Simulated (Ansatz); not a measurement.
**BSiH3 (singlet): the correlation ladder, cc-pVDZ**

How much of the correlation energy of BSiH3 (singlet) does each wave-function method recover here?

Method: cc-pVDZ, core rule «outside noble gas», up to 6 orbitals frozen; program: Ansatz 0.2.0, Gaussian basis.

Plan: UHF; CCSD(T) on RHF; BCCD(T) on RHF; CISD; CCSDT(Q) on RHF; CCSDTQ on RHF; CASSCF and MRCISD+Q, 10 electrons in 11 orbitals; CASSCF and MRCISD+Q(relaxed), 10 electrons in 11 orbitals; CASSCF and NEVPT2, 10 electrons in 11 orbitals.

3 further runs of the same task are left out: 3 set aside as unsound or not needed.

### Step 1. The geometry

The geometry is a PBE0/def2-TZVP stationary point (not a proven minimum).

5 atoms, charge 0, spin multiplicity 1.

Atoms are counted from 1 here; the program's logs count them from 0.

Bond lengths: Si1–B2 1.818 Å, Si1–H3 1.714 Å, Si1–H4 1.714 Å, B2–H3 1.316 Å, B2–H4 1.316 Å, B2–H5 1.184 Å. Angles: B2–Si1–H3 43.6°, B2–Si1–H4 43.6°, H3–Si1–H4 66.6°, Si1–B2–H3 64.0°, Si1–B2–H4 64.0°, Si1–B2–H5 178.0°, H3–B2–H4 91.3°, H3–B2–H5 117.3°, H4–B2–H5 117.3°, Si1–H3–B2 72.4°, Si1–H4–B2 72.4°.

As a file:

| atom | x (Å) | y (Å) | z (Å) |
| --- | --- | --- | --- |
| Si1 | 0.0091 | 0.0000 | 0.6016 |
| B2 | 0.0825 | 0.0000 | -1.2150 |
| H3 | -0.6559 | -0.9412 | -0.6669 |
| H4 | -0.6559 | 0.9412 | -0.6669 |
| H5 | 0.1724 | 0.0000 | -2.3958 |

### Step 2. UHF

in.yaml reads:

```yaml
crystal:
  periodic: [false, false, false]
  atoms:
    - {symbol: Si, position_ang: [0.009145, 0.000000, 0.601555]}
    - {symbol: B, position_ang: [0.082475, 0.000000, -1.215039]}
    - {symbol: H, position_ang: [-0.655933, -0.941243, -0.666868]}
    - {symbol: H, position_ang: [-0.655935, 0.941242, -0.666868]}
    - {symbol: H, position_ang: [0.172446, 0.000000, -2.395826]}
basis:
  gaussian: {orbitals: cc-pVDZ}
magnetization: {spin_polarized: true, initial_magnetization: 0}
hamiltonian: {xc: hf}
output: {orbitals: {seedname: orbitals}}
```

Started as:

```
$ ansatz run in.yaml --threads 1 --pin off --events-out ev --progress --plain --max-ram 4096MiB --backend cpu
```

The runs that follow: CCSD(T) on RHF; BCCD(T) on RHF; CISD; CCSDT(Q) on RHF; CCSDTQ on RHF; CASSCF and MRCISD+Q, 10 electrons in 11 orbitals; CASSCF and MRCISD+Q(relaxed), 10 electrons in 11 orbitals; CASSCF and NEVPT2, 10 electrons in 11 orbitals.

Q: Predict the results of all the runs planned. Wanted: RCCSDTQ below the RHF energy; RMP2 from RCCSDTQ; RCCSD from RCCSDTQ; RCCSD(T) from RCCSDTQ; RCCSDT(Q) from RCCSDTQ; NEVPT2 valence from RCCSDTQ; MRCISD+Q valence from RCCSDTQ; MRCISD+Q(relaxed) valence from RCCSDTQ; T1 diagnostic.

**Answer**, as computed:

| quantity | value |
| --- | --- |
| RCCSDTQ below the RHF energy | -6.3711 eV |
| RMP2 from RCCSDTQ | +1199.7 meV |
| RCCSD from RCCSDTQ | +274.5 meV |
| RCCSD(T) from RCCSDTQ | +43.4 meV |
| RCCSDT(Q) from RCCSDTQ | +0.5 meV |
| NEVPT2 valence from RCCSDTQ | +882.9 meV |
| MRCISD+Q valence from RCCSDTQ | +14.4 meV |
| MRCISD+Q(relaxed) valence from RCCSDTQ | -20.8 meV |
| levels within 1 kcal/mol (43 meV) | RCCSD(T), BCCD(T), RCCSDT, RCCSDT(Q), MRCISD+Q valence, MRCISD+Q(relaxed) valence |
| T1 diagnostic | 0.014 |
| effectively unpaired electrons | 0.06 |

What this shows: RCCSD(T) lands +43.4 meV from the yardstick (0.7 % of the correlation energy). One determinant dominates. Of the multireference levels listed MRCISD+Q valence comes nearest in total energy (+14.4 meV), which doesn't show that its space is the better one. These misses are within one basis, not against nature.
